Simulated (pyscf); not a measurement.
Thermochemistry of product channels of H₃Si–Cl + NH₃ on the singlet surface, in eV, from ωB97M-D3(BJ)/def2-TZVP energies (ideal gas, 1 atm, RRHO with modes under 100 cm⁻¹ raised to 100, one conformer, R ln 2 for rigid chiral ones). Structures and frequencies: ωB97X-D3(BJ)/def2-SVP in PySCF.

| products | ΔE | ΔH(298 K) | ΔG(600 K) | ΔG(900 K) |
|---|---|---|---|---|
| H₂N–SiH₂–Cl + H₂ | ___ | -0.60 | -0.51 | -0.50 |
| H₂N–SiH₃ + HCl | +0.52 | +0.44 | +0.38 | ___ |

Problem. Complete the blanks.

Solution. 
- H₂N–SiH₂–Cl + H₂, ΔE: -0.47
- H₂N–SiH₃ + HCl, ΔG(900 K): +0.33

These are energies of the channels, which say nothing of barriers.
